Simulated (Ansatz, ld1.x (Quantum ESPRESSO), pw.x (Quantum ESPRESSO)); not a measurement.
**H (Z = 1): does the TM potential hold in the solid?**

H, norm-conserving Troullier–Martins (Kleinman–Bylander form), made with ld1.x (Quantum ESPRESSO) 7.5 (LDA (PW92), scalar-relativistic). Core none, reference 1s1. Waves: 2p channel at 0.05 Ry: rc 1.50 bohr; 1s (bound): rc 1.40 bohr. Local part: the s channel. Core correction: none.

Atomic tests: cutoffs needed: 18 Ry and 30 Ry (the cutoffs (Ry, on a coarse ladder) from which the occupation-weighted sum of valence levels, in a spherical-Bessel basis at the reference potential, stays within 10 and 1 mRy of its value at 400 Ry); ghost test: no extra level below or beside the all-electron valence levels (p, s, d, f tested) (spherical-Bessel basis up to 400 Ry, 20 bohr box).

Crystal test: bcc H in pw.x 7.5, no spin, 18³ k-points, Fermi–Dirac smearing 0.01 Ry, cutoffs 40/160 Ry. The reference is all-electron LAPW (Ansatz 0.2.0) with the same functional, mesh and smearing; V0 and B0 come from Birch–Murnaghan fits to the pressures at five volumes. Errors are pseudo minus all-electron; Δ is the rms difference of the E(V) curves that follow from these fits, minima aligned, over ±6 % about the mean V0. Mesh and smearing are coarse, so the numbers serve the comparison and aren't converged zero-temperature values; the lattice is a test structure that the element need not adopt.

```
V (Å³/atom)  P all-electron (GPa)  P pseudo (GPa)
      2.825                  3.54            5.07
      2.900                  0.40            1.82
      2.974                 -2.42           -1.09
      3.048                 -4.95           -3.72
      3.123                 -7.22           -6.07
```

All-electron: a0 = 1.799 Å (V0 = 2.91 Å³/atom), B0 = 114.6 GPa.

Pseudopotential: mean pressure error (GPa): +1.33; a0 (Å): 1.806; a0 error (%): +0.40; B0 error (%): -0.4; Δ (meV/atom): 0.9.

**Question.** At the middle volume, how do free energy and pressure move when the wave cutoff is lowered (ecutrho kept at four times it)?

**Answer.**

```
cutoff (Ry)  shift of F (meV/atom)  shift of P (GPa)
         18                 +115.0            -12.34
         24                  +33.8             -5.62
         32                   +3.5             -1.13
```

The run at the middle volume (195 k-points, 3 iterations) took about 0.6 s on one core of a shared host (Neoverse-V2, 96 threads, 742 GiB, load 21).
